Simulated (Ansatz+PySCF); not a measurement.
Results of a calculation; reference values are marked as such.
# NH3 + H3O+ → NH4+ + H2O

NH3 (charge 0, multiplicity 1):
```yaml
atoms:
  - { symbol: N, position_ang: [0.0000, 0.0000, 0.1216] }
  - { symbol: H, position_ang: [0.9358, 0.0000, -0.2837] }
  - { symbol: H, position_ang: [-0.4679, 0.8105, -0.2837] }
  - { symbol: H, position_ang: [-0.4679, -0.8105, -0.2837] }
```

H3O+ (charge 1, multiplicity 1):
```xyz
4

O     0.0000    0.0000    0.0745
H     0.9429    0.0000   -0.1986
H    -0.4715    0.8166   -0.1986
H    -0.4715   -0.8166   -0.1986
```

NH4+ (charge 1, multiplicity 1):
```xyz
5

N     0.0000    0.0000    0.0000
H     0.5945    0.5945    0.5945
H     0.5945   -0.5945   -0.5945
H    -0.5945    0.5945   -0.5945
H    -0.5945   -0.5945    0.5945
```

H2O (charge 0, multiplicity 1):
```xyz
3

O     0.0000    0.0000   -0.1197
H     0.0000    0.7542    0.4787
H     0.0000   -0.7542    0.4787
```

Shapes relaxed with PBE0/def2-SVP. Single points in def2-SVP with Ansatz (development build ahead of 0.2.0), no zero-point energy. Correlated methods freeze no orbital on H to Be, one on B to Mg, five on Al to Zn, nine on Ga to Sr.

| method | reaction energy |
| --- | --- |
| CCSD (restricted) | -1.736 eV |
| CCSD(T) (restricted) | -1.729 eV |
| HF (restricted) | -1.752 eV |
| MP2 (restricted) | -1.726 eV |
| PBE0 (restricted) | -1.684 eV |
| r2SCAN (restricted) | -1.687 eV |
| wB97X (restricted) | -1.690 eV |

Question: What does PBE (restricted) give?

Answer: -1.647 eV.
